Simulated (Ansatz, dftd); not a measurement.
Species: C3H7Cl, charge 0, singlet. C3H7Cl (SMILES CCCCl).
B3LYP-D3(BJ)/def2-TZVP minimum from Ansatz (a quantum-chemistry and plane-wave program):
```xyz
11

C      0.8999    -0.6398     0.0082
C      2.3773    -0.2490     0.0173
C      0.0078     0.5856    -0.0017
H      0.6640    -1.2462     0.8852
H      0.6762    -1.2516    -0.8683
H      3.0115    -1.1363     0.0244
Cl    -1.7445     0.1396    -0.0126
H      2.6384     0.3393    -0.8652
H      2.6261     0.3447     0.8998
H      0.1587     1.2011     0.8831
H      0.1710     1.1957    -0.8881
```

Wanted: atomisation energy (electronic, to ground-state atoms), in kcal/mol. Radicals and triplets start from unrestricted determinants; spin-orbit coupling is neglected. Cores are frozen in correlated methods. Rows without X2C or -DK are non-relativistic. CBS(X,Y): correlation extrapolated as X^-3, Hartree-Fock from the larger set. A bracket is a step between two methods taken in the basis named. The functionals are non-relativistic, so their misses hold any scalar relativity. Double hybrids freeze cores in their MP2 part. 'core' is core correlation in cc-pwCVTZ (1s frozen past Ne), 'X2C' scalar relativity in cc-pVTZ-DK, both at CCSD(T). Where a partner has so few electrons that a lower coupled-cluster level is exact, that level stands in.

| level | program | atomisation energy (kcal/mol) | difference against the last row |
|---|---|---|---|
| HF/cc-pV(Q+d)Z | Ansatz | 747.0 | -241.7 |
| r2SCAN-D3(BJ)/def2-TZVPD | Ansatz + dftd3 | 987.5 | -1.2 |
| r2SCANh/def2-TZVPD | Ansatz | 982.6 | -6.1 |
| B2GP-PLYP-D3(BJ)/def2-TZVPD | Ansatz + dftd3 | 973.9 | -14.8 |
| CCSDT(Q)/cc-pV(D+d)Z | Ansatz | 920.5 | -68.2 |
| CCSD(T)/CBS(cc-pV(T+d)Z,cc-pV(Q+d)Z) + [CCSDT(Q) - CCSD(T)]/cc-pV(D+d)Z + core + X2C | Ansatz | 988.7 | 0.0 |
